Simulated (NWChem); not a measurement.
System: methanethiol (CH4S); SMILES CS

Here is an NWChem input.

```
start job
memory heap 200 mb stack 900 mb global 1100 mb
geometry units angstroms noautosym nocenter noautoz
  C      0.007372     1.144073     0.000000
  S      0.073678    -0.666908     0.000000
  H     -0.485965     1.537229     0.899863
  H      1.050474     1.489261     0.000000
  H     -0.485965     1.537229    -0.899863
  H     -1.259317    -0.880595     0.000000
end
basis spherical
  * library 6-31g*
end
dft
  xc b3lyp
  iterations 150
end
property
  efieldgrad
end
task dft property
```

Coordinates come from a PBE0/def2-SVP optimisation.

Vzz is the largest principal value of the second derivative of the potential at the nucleus (NWChem prints the opposite sign); η is the asymmetry. Non-relativistic.

Atoms are numbered as in the input.

Q: Give the results of this calculation. (B3LYP/6-31G* (spherical d).) Quantities: Vzz S2 (a.u.); η S2.

A: 
```json
{
  "Vzz S2 (a.u.)": "-2.796",
  "η S2": "0.59"
}
```
